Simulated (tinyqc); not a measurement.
Inside a calculation (part 2 of 3). Method: UHF in the sto-3g basis, for H2O, spin multiplicity 1. Computed by tinyqc, a small Python program that keeps every step (integrals from PySCF). Command: `OMP_NUM_THREADS=1 python tinyqc.py 27063 27064 out.jsonl` (the two numbers bound the seeds that draw the settings). One thread of a shared host (Intel(R) Xeon(R) Processor @ 2.60GHz), about 0.2 s of CPU time with the checks.

Geometry (angstrom):
```
atom         x          y         z
O     0.000000   0.000000  0.000000
H     0.000000   0.910000  0.756000
H     0.000000  -0.910000  0.756000
```

## Iteration 2: building the Fock matrix

D(alpha) after iteration 1, order 1O 1s, 1O 2s, 1O 2px, 1O 2py, 1O 2pz, 2H 1s, 3H 1s:
$$\begin{pmatrix}
1.050426 & -0.212015 & 0.000000 & 0.000000 & 0.062147 & -0.022885 & -0.022885 \\
-0.212015 & 0.913747 & 0.000000 & 0.000000 & -0.298344 & 0.034521 & 0.034521 \\
0.000000 & 0.000000 & 0.903420 & -0.259608 & 0.000000 & 0.204399 & -0.204399 \\
0.000000 & 0.000000 & -0.259608 & 0.457114 & 0.000000 & 0.223239 & -0.223239 \\
0.062147 & -0.298344 & 0.000000 & 0.000000 & 0.604140 & 0.242089 & 0.242089 \\
-0.022885 & 0.034521 & 0.204399 & 0.223239 & 0.242089 & 0.382219 & -0.125998 \\
-0.022885 & 0.034521 & -0.204399 & -0.223239 & 0.242089 & -0.125998 & 0.382219
\end{pmatrix}$$

D(beta) after iteration 1, order 1O 1s, 1O 2s, 1O 2px, 1O 2py, 1O 2pz, 2H 1s, 3H 1s:
$$\begin{pmatrix}
1.050426 & -0.212015 & 0.000000 & 0.000000 & 0.062147 & -0.022885 & -0.022885 \\
-0.212015 & 0.913747 & 0.000000 & 0.000000 & -0.298344 & 0.034521 & 0.034521 \\
0.000000 & 0.000000 & 0.903420 & 0.259608 & 0.000000 & -0.204399 & 0.204399 \\
0.000000 & 0.000000 & 0.259608 & 0.457114 & 0.000000 & 0.223239 & -0.223239 \\
0.062147 & -0.298344 & 0.000000 & 0.000000 & 0.604140 & 0.242089 & 0.242089 \\
-0.022885 & 0.034521 & -0.204399 & 0.223239 & 0.242089 & 0.382219 & -0.125998 \\
-0.022885 & 0.034521 & 0.204399 & -0.223239 & 0.242089 & -0.125998 & 0.382219
\end{pmatrix}$$

core Hamiltonian H = T + V (hartree), order 1O 1s, 1O 2s, 1O 2px, 1O 2py, 1O 2pz, 2H 1s, 3H 1s:
$$\begin{pmatrix}
-32.509844 & -7.562843 & 0.000000 & 0.000000 & -0.012988 & -1.016934 & -1.016934 \\
-7.562843 & -9.135794 & 0.000000 & 0.000000 & -0.160717 & -2.498287 & -2.498287 \\
0.000000 & 0.000000 & -7.292334 & 0.000000 & 0.000000 & 0.000000 & 0.000000 \\
0.000000 & 0.000000 & 0.000000 & -7.380671 & 0.000000 & -1.446572 & 1.446572 \\
-0.012988 & -0.160717 & 0.000000 & 0.000000 & -7.353302 & -1.242111 & -1.242111 \\
-1.016934 & -2.498287 & 0.000000 & -1.446572 & -1.242111 & -4.282043 & -0.890332 \\
-1.016934 & -2.498287 & 0.000000 & 1.446572 & -1.242111 & -0.890332 & -4.282043
\end{pmatrix}$$

nuclear repulsion = 7.44746908 hartree

Given earlier and not repeated: Two-electron integrals (ij|kl) in chemists' order.

J_ij = sum D_kl (ij|kl) with D = D(alpha) + D(beta), K_ij = sum D_kl (ik|jl) for each spin; F = H + J - K(s); E = tr D H + tr D J / 2 - 0.5 sum_s tr D(s) K(s) + E_nn.

Coulomb J (hartree), order 1O 1s, 1O 2s, 1O 2px, 1O 2py, 1O 2pz, 2H 1s, 3H 1s:
$$\begin{pmatrix}
17.073066 & 3.207633 & 0.000000 & 0.000000 & -0.012779 & 0.429239 & 0.429239 \\
3.207633 & 7.988593 & 0.000000 & 0.000000 & 0.014868 & 2.193956 & 2.193956 \\
0.000000 & 0.000000 & 7.982076 & 0.000000 & 0.000000 & 0.000000 & 0.000000 \\
0.000000 & 0.000000 & 0.000000 & 7.977056 & 0.000000 & 1.393390 & -1.393390 \\
-0.012779 & 0.014868 & 0.000000 & 0.000000 & 7.982957 & 1.170069 & 1.170069 \\
0.429239 & 2.193956 & 0.000000 & 1.393390 & 1.170069 & 4.469597 & 0.804265 \\
0.429239 & 2.193956 & 0.000000 & -1.393390 & 1.170069 & 0.804265 & 4.469597
\end{pmatrix}$$

exchange K(alpha) (hartree), order 1O 1s, 1O 2s, 1O 2px, 1O 2py, 1O 2pz, 2H 1s, 3H 1s:
$$\begin{pmatrix}
4.880888 & 0.823354 & 0.000000 & 0.000000 & 0.002387 & 0.115863 & 0.115863 \\
0.823354 & 1.255014 & 0.000000 & 0.000000 & -0.100853 & 0.403296 & 0.403296 \\
0.000000 & 0.000000 & 1.040700 & -0.158476 & 0.000000 & 0.032224 & -0.032224 \\
0.000000 & 0.000000 & -0.158476 & 0.844336 & 0.000000 & 0.274357 & -0.274357 \\
0.002387 & -0.100853 & 0.000000 & 0.000000 & 0.929789 & 0.233646 & 0.233646 \\
0.115863 & 0.403296 & 0.032224 & 0.274357 & 0.233646 & 0.550088 & 0.119605 \\
0.115863 & 0.403296 & -0.032224 & -0.274357 & 0.233646 & 0.119605 & 0.550088
\end{pmatrix}$$

exchange K(beta) (hartree), order 1O 1s, 1O 2s, 1O 2px, 1O 2py, 1O 2pz, 2H 1s, 3H 1s:
$$\begin{pmatrix}
4.880888 & 0.823354 & 0.000000 & 0.000000 & 0.002387 & 0.115863 & 0.115863 \\
0.823354 & 1.255014 & 0.000000 & 0.000000 & -0.100853 & 0.403296 & 0.403296 \\
0.000000 & 0.000000 & 1.040700 & 0.158476 & 0.000000 & -0.032224 & 0.032224 \\
0.000000 & 0.000000 & 0.158476 & 0.844336 & 0.000000 & 0.274357 & -0.274357 \\
0.002387 & -0.100853 & 0.000000 & 0.000000 & 0.929789 & 0.233646 & 0.233646 \\
0.115863 & 0.403296 & -0.032224 & 0.274357 & 0.233646 & 0.550088 & 0.119605 \\
0.115863 & 0.403296 & 0.032224 & -0.274357 & 0.233646 & 0.119605 & 0.550088
\end{pmatrix}$$

F(alpha) (hartree), order 1O 1s, 1O 2s, 1O 2px, 1O 2py, 1O 2pz, 2H 1s, 3H 1s:
$$\begin{pmatrix}
-20.317666 & -5.178564 & 0.000000 & 0.000000 & -0.028153 & -0.703557 & -0.703557 \\
-5.178564 & -2.402216 & 0.000000 & 0.000000 & -0.044997 & -0.707628 & -0.707628 \\
0.000000 & 0.000000 & -0.350958 & 0.158476 & 0.000000 & -0.032224 & 0.032224 \\
0.000000 & 0.000000 & 0.158476 & -0.247952 & 0.000000 & -0.327540 & 0.327540 \\
-0.028153 & -0.044997 & 0.000000 & 0.000000 & -0.300134 & -0.305688 & -0.305688 \\
-0.703557 & -0.707628 & -0.032224 & -0.327540 & -0.305688 & -0.362534 & -0.205672 \\
-0.703557 & -0.707628 & 0.032224 & 0.327540 & -0.305688 & -0.205672 & -0.362534
\end{pmatrix}$$

F(beta) (hartree), order 1O 1s, 1O 2s, 1O 2px, 1O 2py, 1O 2pz, 2H 1s, 3H 1s:
$$\begin{pmatrix}
-20.317666 & -5.178564 & 0.000000 & 0.000000 & -0.028153 & -0.703557 & -0.703557 \\
-5.178564 & -2.402216 & 0.000000 & 0.000000 & -0.044997 & -0.707628 & -0.707628 \\
0.000000 & 0.000000 & -0.350958 & -0.158476 & 0.000000 & 0.032224 & -0.032224 \\
0.000000 & 0.000000 & -0.158476 & -0.247952 & 0.000000 & -0.327540 & 0.327540 \\
-0.028153 & -0.044997 & 0.000000 & 0.000000 & -0.300134 & -0.305688 & -0.305688 \\
-0.703557 & -0.707628 & 0.032224 & -0.327540 & -0.305688 & -0.362534 & -0.205672 \\
-0.703557 & -0.707628 & -0.032224 & 0.327540 & -0.305688 & -0.205672 & -0.362534
\end{pmatrix}$$

total energy of this density = -74.83349517 hartree

## Iteration 2: DIIS over 2 matrices

error matrix X^T (FDS - SDF) X (alpha):
$$\begin{pmatrix}
0.000000 & -0.008386 & 0.000000 & 0.000000 & -0.018908 & 0.018823 & 0.018823 \\
0.008386 & 0.000000 & 0.000000 & 0.000000 & 0.051707 & -0.054207 & -0.054207 \\
0.000000 & 0.000000 & 0.000000 & 0.062894 & 0.000000 & -0.045254 & 0.045254 \\
0.000000 & 0.000000 & -0.062894 & 0.000000 & 0.000000 & 0.002876 & -0.002876 \\
0.018908 & -0.051707 & 0.000000 & 0.000000 & 0.000000 & -0.006162 & -0.006162 \\
-0.018823 & 0.054207 & 0.045254 & -0.002876 & 0.006162 & 0.000000 & 0.000000 \\
-0.018823 & 0.054207 & -0.045254 & 0.002876 & 0.006162 & 0.000000 & 0.000000
\end{pmatrix}$$

B (overlaps of the stored error matrices):
$$\begin{pmatrix}
7.5922566e-01 & 7.6316912e-02 \\
7.6316912e-02 & 7.1323260e-02
\end{pmatrix}$$

Minimise |sum c_i e_i|^2 with sum c_i = 1: solve [B -1; -1 0][c; lambda] = [0; -1] with B_ij = tr e_i^T e_j summed over both spins, and take F = sum c_i F_i.

DIIS coefficients: [-0.007366, 1.007366]

extrapolated F(alpha) (hartree), order 1O 1s, 1O 2s, 1O 2px, 1O 2py, 1O 2pz, 2H 1s, 3H 1s:
$$\begin{pmatrix}
-20.322337 & -5.179430 & 0.000000 & 0.000000 & -0.028181 & -0.703695 & -0.703695 \\
-5.179430 & -2.404667 & 0.000000 & 0.000000 & -0.044540 & -0.707985 & -0.707985 \\
0.000000 & 0.000000 & -0.353699 & 0.158956 & 0.000000 & -0.031958 & 0.031958 \\
0.000000 & 0.000000 & 0.158956 & -0.248956 & 0.000000 & -0.327949 & 0.327949 \\
-0.028181 & -0.044540 & 0.000000 & 0.000000 & -0.301530 & -0.306099 & -0.306099 \\
-0.703695 & -0.707985 & -0.031958 & -0.327949 & -0.306099 & -0.363135 & -0.205670 \\
-0.703695 & -0.707985 & 0.031958 & 0.327949 & -0.306099 & -0.205670 & -0.363135
\end{pmatrix}$$

extrapolated F(beta) (hartree), order 1O 1s, 1O 2s, 1O 2px, 1O 2py, 1O 2pz, 2H 1s, 3H 1s:
$$\begin{pmatrix}
-20.322337 & -5.179430 & 0.000000 & 0.000000 & -0.028181 & -0.703695 & -0.703695 \\
-5.179430 & -2.404667 & 0.000000 & 0.000000 & -0.044540 & -0.707985 & -0.707985 \\
0.000000 & 0.000000 & -0.353699 & -0.158956 & 0.000000 & 0.031958 & -0.031958 \\
0.000000 & 0.000000 & -0.158956 & -0.248956 & 0.000000 & -0.327949 & 0.327949 \\
-0.028181 & -0.044540 & 0.000000 & 0.000000 & -0.301530 & -0.306099 & -0.306099 \\
-0.703695 & -0.707985 & 0.031958 & -0.327949 & -0.306099 & -0.363135 & -0.205670 \\
-0.703695 & -0.707985 & -0.031958 & 0.327949 & -0.306099 & -0.205670 & -0.363135
\end{pmatrix}$$

## Iteration 2: diagonalisation and new density

X, order 1O 1s, 1O 2s, 1O 2px, 1O 2py, 1O 2pz, 2H 1s, 3H 1s:
$$\begin{pmatrix}
1.023315 & -0.133758 & 0.000000 & 0.000000 & -0.006251 & 0.017107 & 0.017107 \\
-0.133758 & 1.122609 & 0.000000 & 0.000000 & 0.057101 & -0.188308 & -0.188308 \\
0.000000 & 0.000000 & 1.000000 & 0.000000 & 0.000000 & 0.000000 & 0.000000 \\
0.000000 & 0.000000 & 0.000000 & 1.054167 & 0.000000 & -0.147777 & 0.147777 \\
-0.006251 & 0.057101 & 0.000000 & 0.000000 & 1.032383 & -0.107214 & -0.107214 \\
0.017107 & -0.188308 & 0.000000 & -0.147777 & -0.107214 & 1.098192 & -0.054939 \\
0.017107 & -0.188308 & 0.000000 & 0.147777 & -0.107214 & -0.054939 & 1.098192
\end{pmatrix}$$

Diagonalise F' = X^T F X, C = X C', fill 5 alpha and 5 beta electrons from the bottom; D(s) = C_occ C_occ^T. Each column has its largest component positive (the first on a tie).

F' = X^T F X (alpha) (hartree):
$$\begin{pmatrix}
-19.948878 & -2.686976 & 0.000000 & 0.000000 & -0.056549 & -0.059541 & -0.059541 \\
-2.686976 & -1.344285 & 0.000000 & 0.000000 & 0.102734 & -0.363331 & -0.363331 \\
0.000000 & 0.000000 & -0.353699 & 0.177011 & 0.000000 & -0.060342 & 0.060342 \\
0.000000 & 0.000000 & 0.177011 & -0.079180 & 0.000000 & -0.347360 & 0.347360 \\
-0.056549 & 0.102734 & 0.000000 & 0.000000 & -0.193303 & -0.278024 & -0.278024 \\
-0.059541 & -0.363331 & -0.060342 & -0.347360 & -0.278024 & -0.049376 & -0.052658 \\
-0.059541 & -0.363331 & 0.060342 & 0.347360 & -0.278024 & -0.052658 & -0.049376
\end{pmatrix}$$

orbital energies (alpha) (hartree): MO1 -20.330465, MO2 -1.195149, MO3 -0.561060, MO4 -0.463318, MO5 -0.363117, MO6 0.400433, MO7 0.494579

coefficients C (alpha), order 1O 1s, 1O 2s, 1O 2px, 1O 2py, 1O 2pz, 2H 1s, 3H 1s:
$$\begin{pmatrix}
0.994563 & -0.241381 & 0.000000 & 0.083474 & 0.000000 & -0.106308 & 0.000000 \\
0.023157 & 0.903765 & 0.000000 & -0.419343 & 0.000000 & 0.599288 & 0.000000 \\
0.000000 & 0.000000 & -0.382846 & 0.000000 & 0.899235 & 0.000000 & 0.211674 \\
0.000000 & 0.000000 & 0.644212 & 0.000000 & 0.072507 & 0.000000 & 0.857133 \\
0.002939 & 0.059864 & 0.000000 & 0.759586 & 0.000000 & 0.715220 & 0.000000 \\
-0.004022 & 0.142604 & 0.360066 & 0.324244 & 0.312809 & -0.682604 & -0.677641 \\
-0.004022 & 0.142604 & -0.360066 & 0.324244 & -0.312809 & -0.682604 & 0.677641
\end{pmatrix}$$

F' = X^T F X (beta) (hartree):
$$\begin{pmatrix}
-19.948878 & -2.686976 & 0.000000 & 0.000000 & -0.056549 & -0.059541 & -0.059541 \\
-2.686976 & -1.344285 & 0.000000 & 0.000000 & 0.102734 & -0.363331 & -0.363331 \\
0.000000 & 0.000000 & -0.353699 & -0.177011 & 0.000000 & 0.060342 & -0.060342 \\
0.000000 & 0.000000 & -0.177011 & -0.079180 & 0.000000 & -0.347360 & 0.347360 \\
-0.056549 & 0.102734 & 0.000000 & 0.000000 & -0.193303 & -0.278024 & -0.278024 \\
-0.059541 & -0.363331 & 0.060342 & -0.347360 & -0.278024 & -0.049376 & -0.052658 \\
-0.059541 & -0.363331 & -0.060342 & 0.347360 & -0.278024 & -0.052658 & -0.049376
\end{pmatrix}$$

orbital energies (beta) (hartree): MO1 -20.330465, MO2 -1.195149, MO3 -0.561060, MO4 -0.463318, MO5 -0.363117, MO6 0.400433, MO7 0.494579

coefficients C (beta), order 1O 1s, 1O 2s, 1O 2px, 1O 2py, 1O 2pz, 2H 1s, 3H 1s:
$$\begin{pmatrix}
0.994563 & -0.241381 & 0.000000 & 0.083474 & 0.000000 & -0.106308 & 0.000000 \\
0.023157 & 0.903765 & 0.000000 & -0.419343 & 0.000000 & 0.599288 & 0.000000 \\
0.000000 & 0.000000 & 0.382846 & 0.000000 & 0.899235 & 0.000000 & -0.211674 \\
0.000000 & 0.000000 & 0.644212 & 0.000000 & -0.072507 & 0.000000 & 0.857133 \\
0.002939 & 0.059864 & 0.000000 & 0.759586 & 0.000000 & 0.715220 & 0.000000 \\
-0.004022 & 0.142604 & 0.360066 & 0.324244 & -0.312809 & -0.682604 & -0.677641 \\
-0.004022 & 0.142604 & -0.360066 & 0.324244 & 0.312809 & -0.682604 & 0.677641
\end{pmatrix}$$

D(alpha) after iteration 2, order 1O 1s, 1O 2s, 1O 2px, 1O 2py, 1O 2pz, 2H 1s, 3H 1s:
$$\begin{pmatrix}
1.054388 & -0.230125 & 0.000000 & 0.000000 & 0.051878 & -0.011356 & -0.011356 \\
-0.230125 & 0.993176 & 0.000000 & 0.000000 & -0.264356 & -0.007183 & -0.007183 \\
0.000000 & 0.000000 & 0.955194 & -0.181433 & 0.000000 & 0.143439 & -0.143439 \\
0.000000 & 0.000000 & -0.181433 & 0.420266 & 0.000000 & 0.254640 & -0.254640 \\
0.051878 & -0.264356 & 0.000000 & 0.000000 & 0.580564 & 0.254817 & 0.254817 \\
-0.011356 & -0.007183 & 0.143439 & 0.254640 & 0.254817 & 0.352984 & -0.102011 \\
-0.011356 & -0.007183 & -0.143439 & -0.254640 & 0.254817 & -0.102011 & 0.352984
\end{pmatrix}$$

D(beta) after iteration 2, order 1O 1s, 1O 2s, 1O 2px, 1O 2py, 1O 2pz, 2H 1s, 3H 1s:
$$\begin{pmatrix}
1.054388 & -0.230125 & 0.000000 & 0.000000 & 0.051878 & -0.011356 & -0.011356 \\
-0.230125 & 0.993176 & 0.000000 & 0.000000 & -0.264356 & -0.007183 & -0.007183 \\
0.000000 & 0.000000 & 0.955194 & 0.181433 & 0.000000 & -0.143439 & 0.143439 \\
0.000000 & 0.000000 & 0.181433 & 0.420266 & 0.000000 & 0.254640 & -0.254640 \\
0.051878 & -0.264356 & 0.000000 & 0.000000 & 0.580564 & 0.254817 & 0.254817 \\
-0.011356 & -0.007183 & -0.143439 & 0.254640 & 0.254817 & 0.352984 & -0.102011 \\
-0.011356 & -0.007183 & 0.143439 & -0.254640 & 0.254817 & -0.102011 & 0.352984
\end{pmatrix}$$

## Iteration 10 (converged): orbitals

converged F(alpha) (hartree), order 1O 1s, 1O 2s, 1O 2px, 1O 2py, 1O 2pz, 2H 1s, 3H 1s:
$$\begin{pmatrix}
-20.271282 & -5.165650 & 0.000000 & 0.000000 & -0.023292 & -0.702457 & -0.702457 \\
-5.165650 & -2.400544 & 0.000000 & 0.000000 & -0.053734 & -0.694410 & -0.694410 \\
0.000000 & 0.000000 & -0.390871 & 0.000000 & 0.000000 & 0.000000 & 0.000000 \\
0.000000 & 0.000000 & 0.000000 & -0.200684 & 0.000000 & -0.329095 & 0.329095 \\
-0.023292 & -0.053734 & 0.000000 & 0.000000 & -0.241348 & -0.309483 & -0.309483 \\
-0.702457 & -0.694410 & 0.000000 & -0.329095 & -0.309483 & -0.351268 & -0.205276 \\
-0.702457 & -0.694410 & 0.000000 & 0.329095 & -0.309483 & -0.205276 & -0.351268
\end{pmatrix}$$

converged F(beta) (hartree), order 1O 1s, 1O 2s, 1O 2px, 1O 2py, 1O 2pz, 2H 1s, 3H 1s:
$$\begin{pmatrix}
-20.271282 & -5.165650 & 0.000000 & 0.000000 & -0.023292 & -0.702457 & -0.702457 \\
-5.165650 & -2.400544 & 0.000000 & 0.000000 & -0.053734 & -0.694410 & -0.694410 \\
0.000000 & 0.000000 & -0.390871 & 0.000000 & 0.000000 & 0.000000 & 0.000000 \\
0.000000 & 0.000000 & 0.000000 & -0.200684 & 0.000000 & -0.329095 & 0.329095 \\
-0.023292 & -0.053734 & 0.000000 & 0.000000 & -0.241348 & -0.309483 & -0.309483 \\
-0.702457 & -0.694410 & 0.000000 & -0.329095 & -0.309483 & -0.351268 & -0.205276 \\
-0.702457 & -0.694410 & 0.000000 & 0.329095 & -0.309483 & -0.205276 & -0.351268
\end{pmatrix}$$

As before.

F' = X^T F X (alpha) (hartree):
$$\begin{pmatrix}
-19.899217 & -2.677475 & 0.000000 & 0.000000 & -0.050065 & -0.062275 & -0.062275 \\
-2.677475 & -1.353709 & 0.000000 & 0.000000 & 0.093356 & -0.348863 & -0.348863 \\
0.000000 & 0.000000 & -0.390871 & 0.000000 & 0.000000 & 0.000000 & 0.000000 \\
0.000000 & 0.000000 & 0.000000 & -0.024322 & 0.000000 & -0.358278 & 0.358278 \\
-0.050065 & 0.093356 & 0.000000 & 0.000000 & -0.128850 & -0.286523 & -0.286523 \\
-0.062275 & -0.348863 & 0.000000 & -0.358278 & -0.286523 & -0.037788 & -0.059215 \\
-0.062275 & -0.348863 & 0.000000 & 0.358278 & -0.286523 & -0.059215 & -0.037788
\end{pmatrix}$$

orbital energies (alpha) (hartree): MO1 -20.279324, MO2 -1.188817, MO3 -0.508645, MO4 -0.431904, MO5 -0.390871, MO6 0.421266, MO7 0.505750

coefficients C (alpha), order 1O 1s, 1O 2s, 1O 2px, 1O 2py, 1O 2pz, 2H 1s, 3H 1s:
$$\begin{pmatrix}
0.994580 & -0.243015 & 0.000000 & 0.087572 & 0.000000 & -0.098865 & 0.000000 \\
0.023068 & 0.913071 & 0.000000 & -0.443507 & 0.000000 & 0.566915 & 0.000000 \\
0.000000 & 0.000000 & 0.000000 & 0.000000 & 1.000000 & 0.000000 & 0.000000 \\
0.000000 & 0.000000 & 0.617625 & 0.000000 & 0.000000 & 0.000000 & 0.879479 \\
0.002670 & 0.066749 & 0.000000 & 0.725205 & 0.000000 & 0.749480 & 0.000000 \\
-0.003941 & 0.132420 & 0.456589 & 0.356688 & 0.000000 & -0.668325 & -0.691535 \\
-0.003941 & 0.132420 & -0.456589 & 0.356688 & 0.000000 & -0.668325 & 0.691535
\end{pmatrix}$$

F' = X^T F X (beta) (hartree):
$$\begin{pmatrix}
-19.899217 & -2.677475 & 0.000000 & 0.000000 & -0.050065 & -0.062275 & -0.062275 \\
-2.677475 & -1.353709 & 0.000000 & 0.000000 & 0.093356 & -0.348863 & -0.348863 \\
0.000000 & 0.000000 & -0.390871 & 0.000000 & 0.000000 & 0.000000 & 0.000000 \\
0.000000 & 0.000000 & 0.000000 & -0.024322 & 0.000000 & -0.358278 & 0.358278 \\
-0.050065 & 0.093356 & 0.000000 & 0.000000 & -0.128850 & -0.286523 & -0.286523 \\
-0.062275 & -0.348863 & 0.000000 & -0.358278 & -0.286523 & -0.037788 & -0.059215 \\
-0.062275 & -0.348863 & 0.000000 & 0.358278 & -0.286523 & -0.059215 & -0.037788
\end{pmatrix}$$

orbital energies (beta) (hartree): MO1 -20.279324, MO2 -1.188817, MO3 -0.508645, MO4 -0.431904, MO5 -0.390871, MO6 0.421266, MO7 0.505750

coefficients C (beta), order 1O 1s, 1O 2s, 1O 2px, 1O 2py, 1O 2pz, 2H 1s, 3H 1s:
$$\begin{pmatrix}
0.994580 & -0.243015 & 0.000000 & 0.087572 & 0.000000 & -0.098865 & 0.000000 \\
0.023068 & 0.913071 & 0.000000 & -0.443507 & 0.000000 & 0.566915 & 0.000000 \\
0.000000 & 0.000000 & 0.000000 & 0.000000 & 1.000000 & 0.000000 & 0.000000 \\
0.000000 & 0.000000 & 0.617625 & 0.000000 & 0.000000 & 0.000000 & 0.879479 \\
0.002670 & 0.066749 & 0.000000 & 0.725205 & 0.000000 & 0.749480 & 0.000000 \\
-0.003941 & 0.132420 & 0.456589 & 0.356688 & 0.000000 & -0.668325 & -0.691535 \\
-0.003941 & 0.132420 & -0.456589 & 0.356688 & 0.000000 & -0.668325 & 0.691535
\end{pmatrix}$$

D(alpha) after iteration 10, order 1O 1s, 1O 2s, 1O 2px, 1O 2py, 1O 2pz, 2H 1s, 3H 1s:
$$\begin{pmatrix}
1.055915 & -0.237786 & 0.000000 & 0.000000 & 0.049942 & -0.004864 & -0.004864 \\
-0.237786 & 1.030929 & 0.000000 & 0.000000 & -0.260625 & -0.037375 & -0.037375 \\
0.000000 & 0.000000 & 1.000000 & 0.000000 & 0.000000 & 0.000000 & 0.000000 \\
0.000000 & 0.000000 & 0.000000 & 0.381461 & 0.000000 & 0.282001 & -0.282001 \\
0.049942 & -0.260625 & 0.000000 & 0.000000 & 0.530385 & 0.267500 & 0.267500 \\
-0.004864 & -0.037375 & 0.000000 & 0.282001 & 0.267500 & 0.353251 & -0.063697 \\
-0.004864 & -0.037375 & 0.000000 & -0.282001 & 0.267500 & -0.063697 & 0.353251
\end{pmatrix}$$

D(beta) after iteration 10, order 1O 1s, 1O 2s, 1O 2px, 1O 2py, 1O 2pz, 2H 1s, 3H 1s:
$$\begin{pmatrix}
1.055915 & -0.237786 & 0.000000 & 0.000000 & 0.049942 & -0.004864 & -0.004864 \\
-0.237786 & 1.030929 & 0.000000 & 0.000000 & -0.260625 & -0.037375 & -0.037375 \\
0.000000 & 0.000000 & 1.000000 & 0.000000 & 0.000000 & 0.000000 & 0.000000 \\
0.000000 & 0.000000 & 0.000000 & 0.381461 & 0.000000 & 0.282001 & -0.282001 \\
0.049942 & -0.260625 & 0.000000 & 0.000000 & 0.530385 & 0.267500 & 0.267500 \\
-0.004864 & -0.037375 & 0.000000 & 0.282001 & 0.267500 & 0.353251 & -0.063697 \\
-0.004864 & -0.037375 & 0.000000 & -0.282001 & 0.267500 & -0.063697 & 0.353251
\end{pmatrix}$$
